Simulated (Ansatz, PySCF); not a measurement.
Molecule: ammonia, NH$_{3}$ (charge 0, singlet). SMILES: N
Coordinates optimised at B3LYP-D3(BJ)/def2-TZVP (Ansatz, an electronic-structure program):
```xyz
4

N      0.0022    -0.0038     0.1116
H     -0.0020     0.9512    -0.2281
H      0.8095    -0.4644    -0.2929
H     -0.8232    -0.4600    -0.2599
```

M06-2X/6-31G* (5d) beside other levels, property by property. Conventions: UHF or UKS for open shells; no spin-orbit coupling; six Cartesian d functions in 6-31G* and its kin unless marked 5d; atomisation electronic, to ground-state atoms; each state is the SCF solution reached for its charge and spin; non-relativistic; dispersion terms only where a functional's name holds one; 6-311+G** with 5d; frozen cores in correlated levels. CBS marks a two-point X^-3 extrapolation of the correlation energy; Hartree-Fock from the larger set (for Q and 5 zeta extrapolated as (X+1)exp(-9√X)). First-principles rows: single points at B3LYP-D3(BJ) geometries (Ansatz), with unscaled harmonic terms from B3LYP/6-31G* at its own minima, enthalpies of formation by atomisation with measured atoms. Anions need diffuse functions, which STO-3G, LANL2DZ, def2-SVP, cc-pVDZ and Pople sets without + lack. Levels can end on unlike triplets.

Measured values: Active Thermochemical Tables 1.112 (ions: stationary electron), as tabulated in the package chemicals; Active Thermochemical Tables 1.112 (ions: stationary electron), as tabulated in the package chemicals; G2/97 table in ASE (Curtiss et al.), the entry of H2N doubted and unchecked; CCCBDB table in ASE, the entry of H3N doubted and unchecked; NIST CCCBDB, as tabulated in the package chemicals; they hold spin-orbit and core effects, anharmonicity. Coupled cluster (Ansatz) is a level with limits of its own, used here on species with T1 under 0.025 (0.045 for open shells) and stable references: (a) CCSD(T)/CBS(def2-TZVPPD,def2-QZVPPD); (b) CCSD(T)/CBS(cc-pVQZ,cc-pV5Z).

```json
[
 {"property": "H-N bond dissociation enthalpy at 298 K, to [NH2] (NH2) + H atom (kcal/mol)", "M06-2X/6-31G* (5d) (PySCF)": "104.1", "B3LYP/STO-3G (Ansatz)": "113.7", "B3LYP/6-31G* (Ansatz)": "101.5", "B3LYP/6-311+G** (Ansatz)": "104.7", "to compare with": "108.1 measured"},
 {"property": "proton affinity at N (heteroatom site), enthalpy at 298 K, to [NH4+] (kcal/mol)", "M06-2X/6-31G* (5d) (PySCF)": "206.9", "B3LYP/STO-3G (Ansatz)": "251.5", "B3LYP/6-31G* (Ansatz)": "209.0", "B3LYP/6-311+G** (Ansatz)": "203.8", "to compare with": "203.8 measured"},
 {"property": "size of the dipole moment (D)", "M06-2X/6-31G* (5d) (PySCF)": "1.86", "B3LYP/STO-3G (Ansatz)": "1.78", "B3LYP/6-31G* (Ansatz)": "1.83", "B3LYP/6-311+G** (Ansatz)": "1.73", "to compare with": "1.47 measured"},
 {"property": "vertical ionisation energy to the doublet (eV)", "M06-2X/6-31G* (5d) (PySCF)": "10.64", "B3LYP/STO-3G (Ansatz)": "8.97", "B3LYP/6-31G* (Ansatz)": "10.63", "B3LYP/6-311+G** (Ansatz)": "10.92", "to compare with": "10.82 measured"},
 {"property": "enthalpy of formation at 298 K (kcal/mol)", "M06-2X/6-31G* (5d) (PySCF)": "1.6", "B3LYP/STO-3G (Ansatz)": "-24.3", "B3LYP/6-31G* (Ansatz)": "-2.8", "B3LYP/6-311+G** (Ansatz)": "-10.9", "to compare with": "-10.9 measured"},
 {"property": "atomisation energy (kcal/mol)", "M06-2X/6-31G* (5d) (PySCF)": "285.8", "B3LYP/STO-3G (Ansatz)": "311.7", "B3LYP/6-31G* (Ansatz)": "290.2", "B3LYP/6-311+G** (Ansatz)": "298.3", "to compare with": "297.5 coupled cluster (b)"},
 {"property": "deprotonation enthalpy (H-N bond) at 298 K, to [NH2-] + H+ (kcal/mol)", "M06-2X/6-31G* (5d) (PySCF)": "432.9", "B3LYP/STO-3G (Ansatz)": "538.7", "B3LYP/6-31G* (Ansatz)": "434.8", "B3LYP/6-311+G** (Ansatz)": "403.5", "to compare with": "403.4 measured"},
 {"property": "vertical triplet-singlet gap, E(triplet) - E(singlet) (eV)", "M06-2X/6-31G* (5d) (PySCF)": "7.59", "B3LYP/STO-3G (Ansatz)": "12.27", "B3LYP/6-31G* (Ansatz)": "7.27", "B3LYP/6-311+G** (Ansatz)": "6.43", "to compare with": "6.46 coupled cluster (a)"}
]
```

As the rows show:
- H-N bond dissociation enthalpy at 298 K, to [NH2] (NH2) + H atom: M06-2X/6-31G* (5d) lies 4.0 kcal/mol below the measured value.
- proton affinity at N (heteroatom site), enthalpy at 298 K, to [NH4+]: M06-2X/6-31G* (5d) lies 3.1 kcal/mol above the measured value.
- size of the dipole moment: M06-2X/6-31G* (5d) lies 0.39 D above the measured value.
- vertical ionisation energy to the doublet: M06-2X/6-31G* (5d) lies 0.18 eV below the measured value.
- enthalpy of formation at 298 K: M06-2X/6-31G* (5d) lies 12.5 kcal/mol above the measured value.
- atomisation energy: M06-2X/6-31G* (5d) lies 11.7 kcal/mol below coupled cluster.
- deprotonation enthalpy (H-N bond) at 298 K, to [NH2-] + H+: M06-2X/6-31G* (5d) lies 29.5 kcal/mol above the measured value.
- vertical triplet-singlet gap, E(triplet) - E(singlet): M06-2X/6-31G* (5d) lies 1.13 eV above coupled cluster.

The properties are those with a value to compare with, at most eight drawn at random. No case is left out for the size of its miss. Left out are saddle points of the reference geometry, anions that the best level run finds unbound, excited spin states, species near biochemistry, cases with under five habitual levels, runs that failed or whose electronic state is in doubt, and table entries that another table contradicts.
